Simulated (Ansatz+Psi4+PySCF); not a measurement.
Results of a calculation; reference values are marked as such.
Input for Ansatz (development build ahead of 0.2.0):

```yaml
crystal:
  periodic: [false, false, false]
  atoms:
    - { symbol: B, position_ang: [-0.0001, -0.0016, 0.0001] }
    - { symbol: H, position_ang: [-0.059, -1.222, 0.1106] }
basis:
  gaussian: { orbitals: cc-pVTZ }
total_charge: 1
magnetization:
  spin_polarized: true
  initial_magnetization: 1
hamiltonian:
  xc: hf
correlation:
  method: mp2
  frozen_orbitals: { B: 1, H: 0 }
scf:
  omitted_lower_state_checks: [stability, starts, atomic_configurations, cluster_reference, orbital_swaps, given_window_search, neighbouring_geometries, increment]
```

The input is written out in the form of the current development build from the run's settings.

The run gave:

| Quantity | Value |
| --- | --- |
| Converged | yes |
| Reference energy | -24.82041 hartree |
| Correlation energy | -0.03823 hartree |
| Total energy | -24.85865 hartree |
| Spin squared of the determinant | 0.756 |
